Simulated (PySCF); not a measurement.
Isomers of C5H6S. Computed with PBE0-D3(BJ)/def2-SVP geometry optimisation, gas phase (PySCF). Energies are electronic, without zero-point or thermal terms, for one conformer each. No frequencies were run at this level. Point groups hold within 0.08 Å.

**Question.** Rank from lowest to highest electronic energy at this level (kJ/mol).
A. `Cc1ccsc1`
B. `CC1=CC=CS1`

**Answer.** B (0.0), A (1.5).

Neighbours under 10 kJ/mol apart (Cc1cccs1 and Cc1ccsc1) can change places with a better method, another conformer or zero-point energy.

```tsv
SMILES	E (Eh)	E rel (kJ/mol)	dipole (D)	point group	A, B, C (MHz)
Cc1cccs1	-591.70050	0.0	0.64	near Cs	5286, 3118, 1986
Cc1ccsc1	-591.69992	1.5	0.87	Cs	6975, 2456, 1837
```

**Question.** How do the relative energies change in single points at PBE0/pcSseg-1 (no added dispersion term) on the same geometries?

**Answer.** 
```csv
SMILES,PBE0-D3(BJ)/def2-SVP (kJ/mol),PBE0/pcSseg-1 (kJ/mol),shift
Cc1cccs1,0.0,0.0,0.0
Cc1ccsc1,1.5,0.9,-0.6
```

Each column counts from its own lowest isomer. The order is unchanged; the largest shift is 0.6 kJ/mol.
